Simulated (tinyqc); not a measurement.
Extended Hueckel theory, for H3O+, step by step. The parameters take no account of the charge, which enters only through the electron count. One step of it, computed by the program tinyqc.

Task: Wolfsberg-Helmholz matrix. H_ij = K' S_ij (H_ii + H_jj)/2 for i != j (the diagonal keeps H_ii), with K' = K + D^2 + D^4 (1 - K), D = (H_ii - H_jj)/(H_ii + H_jj), K = 2.

overlap S, order 1O 2s, 1O 2px, 1O 2py, 1O 2pz, 2H 1s, 3H 1s, 4H 1s:
```
[[1.000000, 0.000000, 0.000000, 0.000000, 0.451879, 0.451726, 0.451726],
 [0.000000, 1.000000, 0.000000, 0.000000, 0.379287, -0.189554, -0.189554],
 [0.000000, 0.000000, 1.000000, 0.000000, 0.000000, 0.328427, -0.328427],
 [0.000000, 0.000000, 0.000000, 1.000000, -0.081048, -0.081009, -0.081009],
 [0.451879, 0.379287, 0.000000, -0.081048, 1.000000, 0.184122, 0.184122],
 [0.451726, -0.189554, 0.328427, -0.081009, 0.184122, 1.000000, 0.184000],
 [0.451726, -0.189554, -0.328427, -0.081009, 0.184122, 0.184000, 1.000000]]
```

diagonal H_ii (eV): [-32.300000, -14.800000, -14.800000, -14.800000, -13.600000, -13.600000, -13.600000]

K = 2.000000

Give: H.

Result:

H (eV), order 1O 2s, 1O 2px, 1O 2py, 1O 2pz, 2H 1s, 3H 1s, 4H 1s:
```
[[-32.3000, 0.0000, 0.0000, 0.0000, -22.1769, -22.1694, -22.1694],
 [0.0000, -14.8000, 0.0000, 0.0000, -10.7813, 5.3881, 5.3881],
 [0.0000, 0.0000, -14.8000, 0.0000, 0.0000, -9.3356, 9.3356],
 [0.0000, 0.0000, 0.0000, -14.8000, 2.3038, 2.3027, 2.3027],
 [-22.1769, -10.7813, 0.0000, 2.3038, -13.6000, -5.0081, -5.0081],
 [-22.1694, 5.3881, -9.3356, 2.3027, -5.0081, -13.6000, -5.0048],
 [-22.1694, 5.3881, 9.3356, 2.3027, -5.0081, -5.0048, -13.6000]]
```
